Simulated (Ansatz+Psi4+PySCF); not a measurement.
Results of a calculation; reference values are marked as such.
Input for Ansatz (development build ahead of 0.2.0):

```yaml
crystal:
  periodic: [false, false, false]
  atoms:
    - { symbol: O, position_ang: [0.0, 0.0, -1.18] }
    - { symbol: C, position_ang: [0.0, 0.0, 0.0] }
    - { symbol: O, position_ang: [0.0, 0.0, 1.18] }
basis:
  gaussian: { orbitals: cc-pVTZ }
total_charge: 1
magnetization:
  spin_polarized: true
  initial_magnetization: 1
hamiltonian:
  xc: hf
correlation:
  method: mp2
  frozen_orbitals: { C: 1, O: 1 }
```

The input is written out in the form of the current development build from the run's settings.

Results

```
Converged                                                          : yes
Reference energy                                                   : -187.25028 hartree
Correlation energy                                                 : -0.52004 hartree
Total energy                                                       : -187.77033 hartree
Spin squared of the determinant                                    : 0.980
Stability test                                                     : minimum
Occupied orbitals by symmetry in an Abelian subgroup (alpha; beta) : 4 Ag 3 B1u 1 B2g 1 B2u 1 B3g 1 B3u; 4 Ag 3 B1u 1 B2g 1 B2u 1 B3u
```

Caution: large amplitudes, a single reference is doubtful; the unrestricted determinant is spin contaminated; MP2 on this radical cation hangs on the determinant chosen.
